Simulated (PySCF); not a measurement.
Gas-phase reaction: 2 AlCl + F ⇌ AlCl2F + Al

Energies from PySCF, thermal terms from the rigid-rotor harmonic-oscillator model, ideal gas at 1 bar. The comparison is the NASA 1993 polynomial table, which mixes measured and estimated data. After a fit of one offset per element over all species, the range-separated, M06-2X, PBE0/def2-QZVP and CCSD(T)/def2-TZVPP enthalpies, where run, lie to one side of the table for AlCl (-22 kJ/mol): a fault of the table's entry, another state or a shared error of the levels is possible; this was not checked at source. † marks an energy on the PBE0/def2-TZVP geometry and frequencies; other levels use their own. MP2 and CCSD(T) freeze the core. Open shells (unrestricted): F (multiplicity 2), Al (multiplicity 2); the rest are closed-shell singlets. Spin-orbit splitting is ignored; it lowers the true energy and changes the entropy of F, Al. B3LYP is the form with VWN-RPA correlation. MP2 isn't extrapolated to the basis-set limit. CCSD(T) isn't extrapolated to the basis-set limit. The table's entry may be an old estimate for AlCl, AlCl2F (not checked at source).

```
level              ΔH°(298 K), kJ
-----------------  --------------
table                      -437.6
B3LYP/def2-TZVP†              [?]
BLYP/def2-TZVP†            -409.7
CCSD(T)/def2-SVP†             [?]
HF/def2-TZVP†              -345.8
M06-2X/def2-TZVP†          -414.8
MP2/def2-TZVPP†               [?]
PBE/def2-SVP               -433.0
PBE/def2-TZVP†             -430.0
PBE0/def2-QZVP†               [?]
PBE0/def2-TZVP             -423.1
```

### Question
Some entries are withheld; supply them.

### Answer

- B3LYP/def2-TZVP†, ΔH°(298 K), kJ: -412.5
- CCSD(T)/def2-SVP†, ΔH°(298 K), kJ: -404.7
- MP2/def2-TZVPP†, ΔH°(298 K), kJ: -467.6
- PBE0/def2-QZVP†, ΔH°(298 K), kJ: -428.1
